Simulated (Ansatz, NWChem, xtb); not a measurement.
**Worked example: BH3(PH3) → PH3 + BH3**

Species: BH3(PH3), singlet; PH3 `P`, singlet; BH3 (borane) `B`, singlet. 

Shapes, held fixed at every level: PBE0-D4/def2-TZVP. Programs: Ansatz 0.2.0, NWChem 7.3.0, xtb 6.7.1. The zero-point and thermal change to 298 K, harmonic and unscaled (PBE0-D4/def2-TZVP), is -11.1 kJ/mol.

At CCSD(T)/CBS estimate; 1 Eh = 2625.50 kJ/mol:

| species | energy (Eh) |
| --- | --- |
| BH3(PH3) | -369.313943 |
| PH3 | -342.722563 |
| BH3 | -26.552004 |

**Question.** Work out ΔH(298 K) of the reaction at this level.

**Answer.** 
1. Products less reactants: (-342.722563) + (-26.552004) − [(-369.313943)] = 0.039376 Eh = +103.4 kJ/mol.
2. With the thermal change: +103.4 + (-11.1) = +92.3 kJ/mol.

Other levels give +75.1 (B3LYP/6-31G* (spherical functions)) to +164.7 kJ/mol (SPW92/def2-TZVPP). No measured value is set beside it here. The CBS estimate extrapolates MP2 from def2-TZVPP and def2-QZVPP and adds CCSD(T) − MP2 in the triple-zeta set, cores frozen.
